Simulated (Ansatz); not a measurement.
**Equilibrium lattice constant a of C (model structure, started from the beta-W type, Pm-3n, No. 223, 8 atoms in the cell) at several levels of theory**

No measured value is used here.

Question: Put these levels in order of the equilibrium lattice constant a that they give for C (model structure, started from the beta-W type, Pm-3n, No. 223, 8 atoms in the cell), smallest first: PBE (Ansatz, a quantum-chemistry and plane-wave program), PBE-D3(BJ) (Ansatz), PBEsol (Ansatz).

Answer: PBEsol (3.819 Å), PBE-D3(BJ) (3.860 Å), PBE (3.876 Å)

PBE-D3(BJ): a distance lies near a switch of the dispersion term, which can move the cell. Ansatz's density-functional and Hartree–Fock values are scalar-relativistic unless marked +SOC, with PAW data made under PBE.

A model structure was made by putting elements into a prototype or built by hand; it is no filed structure, need not be a known phase, and can be a saddle point held by its symmetry.
